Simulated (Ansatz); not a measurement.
## Structure relaxation of Na2CdSn

The calculation used Ansatz 0.2.0, DFT r2SCAN, scalar-relativistic, plane waves, PAW. Cutoff 500 eV, Γ-centred k mesh, Gaussian smearing, no spin polarisation in the final step.

A relaxed cell is given with its space group left out.

```xyz
8
Lattice="4.9999 0.0000 0.0000 -2.4999 4.3300 0.0000 0.0000 0.0000 10.0643" Properties=species:S:1:pos:R:3 pbc="T T T"
Na    0.0000    2.8867    4.1990
Na    2.4999    1.4433    9.2312
Na    0.0000    2.8867    0.8331
Na    2.4999    1.4433    5.8653
Cd    0.0000    0.0000    2.5161
Cd    0.0000    0.0000    7.5482
Sn    0.0000    2.8867    7.5482
Sn    2.4999    1.4433    2.5161
```

The zero of energy is the elements' standard structures at the same level; no fitted shifts are applied.

Q: What space group does it have?

A: P6_3/mmc (No. 194). Conventional cell: a = 5.000 Å, c = 10.064 Å. Na is coordinated by 4 Na at 3.33–3.37 Å, 3 Cd at 3.34 Å and 4 Sn at 3.34–3.35 Å; around Cd lie 3 Sn at 2.89 Å and 6 Na at 3.34 Å; Sn has 3 Cd at 2.89 Å and 8 Na at 3.34–3.35 Å.

Q: What is its formation energy per atom?

A: -0.28 eV/atom.

Q: Is it a metal?

A: Yes, bands cross the Fermi level on the 12×12×4 mesh.

The final run used a 12×12×4 mesh on its 8-atom cell and 0.10 eV smearing. For metals, differences of a few meV/atom aren't resolved.

Cost: 2 runs of about 7.9 core-minutes in all, on Arm Neoverse V1 (shared hosts).